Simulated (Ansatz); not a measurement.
Run this with Ansatz 0.2.0, Python API and show what comes out.

`opt_c4h4cl.py`:
```python
# -*- coding: utf-8 -*-
"""Geometry optimisation of C4H4Cl."""

import argparse
import itertools

import ansatz
from ase import Atoms
from ase.data import atomic_numbers, covalent_radii
import numpy as np

parser = argparse.ArgumentParser(description="Geometry optimisation of C4H4Cl.")
parser.add_argument("--basis", default="6-31G*", help="basis")
parser.add_argument("--xc", default="b3lyp", help="exchange-correlation functional")
args = parser.parse_args()


def main():
    atoms = Atoms(["Cl", "C", "C", "C", "C", "H", "H", "H", "H"], positions=[
        (2.793, 0.1549, 0.7831),
        (1.4904, 0.1895, -0.3904),
        (0.2454, -0.0794, -0.0111),
        (-0.7993, -0.4482, 1.047),
        (-1.2433, -0.2457, -0.2957),
        (1.7007, 0.4312, -1.4263),
        (-0.9853, 0.444, 1.6814),
        (-1.7454, 0.721, -0.5128),
        (-1.4562, -1.1673, -0.8752),
    ])
    system = ansatz.Crystal.molecule_from_ase(atoms)

    setup = system.calculation().basis(gaussian=args.basis).functional(args.xc).spin("collinear", total=1)
    symbols = [site.symbol for site in system.cartesian_sites]
    start = np.array([site.position_ang for site in system.cartesian_sites], dtype=float)
    def progress(event):
        if event["event"] == "relax_step":
            row = event["data"]
            print(f"step {row['step']:3d}  E = {row['lagrangian_ev']:.6f} eV  largest force component {row['allowed_force_max_ev_ang']:.4f} eV/A")


    data = setup.relax(force_tolerance=0.01).session().plan().execute(on_event=progress).report
    end = np.array(data["positions_ang"])

    print("reference energy %16.6f eV" % data["reference_energy_ev"])
    print("total energy     %16.6f eV" % data["free_energy_ev"])
    print("occupied orbitals outside the frozen core (up, down):", data["n_occupied"], " frozen:", data["n_frozen"], " virtual:", data["n_virtual"])

    # pairs closer than 1.2 times the sum of covalent radii, before or after
    radius = [covalent_radii[atomic_numbers[s]] for s in symbols]
    span = lambda where, i, j: np.linalg.norm(where[i] - where[j])
    bonded = [(i, j) for i, j in itertools.combinations(range(len(symbols)), 2) if min(span(start, i, j), span(end, i, j)) < 1.2 * (radius[i] + radius[j])]
    print("pair        before    after (A)")
    for i, j in bonded:
        print(f"{symbols[i]}{i}-{symbols[j]}{j}".ljust(10), f"{span(start, i, j):8.4f} {span(end, i, j):8.4f}")
    with open("c4h4cl_opt.xyz", "w") as handle:
        handle.write(f"{len(symbols)}\nrelaxed C4H4Cl\n")
        handle.writelines(f"{s:2s} {x:11.6f} {y:11.6f} {z:11.6f}\n" for s, (x, y, z) in zip(symbols, end))


if __name__ == "__main__":
    main()
```

```console
$ python opt_c4h4cl.py
step   1  E = -16731.166557 eV  largest force component 2.8843 eV/A
step   2  E = -16731.745127 eV  largest force component 1.8138 eV/A
step   3  E = -16732.010140 eV  largest force component 1.2145 eV/A
step   4  E = -16732.109739 eV  largest force component 0.9767 eV/A
step   5  E = -16732.195699 eV  largest force component 0.6856 eV/A
step   6  E = -16732.153415 eV  largest force component 0.9754 eV/A
step   7  E = -16732.231597 eV  largest force component 0.1070 eV/A
step   8  E = -16732.235815 eV  largest force component 0.4174 eV/A
step   9  E = -16732.217850 eV  largest force component 0.8670 eV/A
step  10  E = -16732.240582 eV  largest force component 0.0660 eV/A
step  11  E = -16732.241212 eV  largest force component 0.0336 eV/A
step  12  E = -16732.241287 eV  largest force component 0.0099 eV/A
reference energy    -16732.241488 eV
total energy        -16732.241488 eV
occupied orbitals outside the frozen core (up, down): [23, 22]  frozen: 0  virtual: [64, 65]
pair        before    after (A)
Cl0-C1       1.7536   1.7436
C1-C2        1.3290   1.3610
C1-H5        1.0843   1.0820
C2-C3        1.5320   1.3453
C2-C4        1.5248   1.5142
C3-C4        1.4286   1.4902
C3-H6        1.1104   1.0786
C4-H7        1.1107   1.0947
C4-H8        1.1093   1.0947
```

File `c4h4cl_opt.xyz` afterwards:
```text
9
relaxed C4H4Cl
Cl    2.820814    0.346050    0.718109
C     1.484438    0.159228   -0.386067
C     0.202610    0.023118    0.050743
C    -0.736651   -0.058656    1.010326
C    -1.235148   -0.151863   -0.390939
H     1.771730    0.163494   -1.429248
H    -0.989610   -0.059372    2.058828
H    -1.762316    0.696404   -0.839209
H    -1.555868   -1.118403   -0.792544
```

What to keep in mind:
- Total energies depend on the basis set; only differences at equal settings carry meaning.
- The end point is the stationary point reached from this start; no frequency run checks that it is a minimum, and the basis set is modest.
- The species is open-shell (spin multiplicity 2).
- b3lyp holds the VWN-RPA fit, as in Gaussian; the form of ORCA and Turbomole is b3lyp5.
- Timing: 42 s on 1 thread of Intel(R) Xeon(R) 6975P-C (Granite Rapids) (shared host), peak memory 0.32 GiB.

(A comment or docstring line of the script was reworded after the run, the code is as it ran; lines on the test bed's own set-up are left out of the output.)
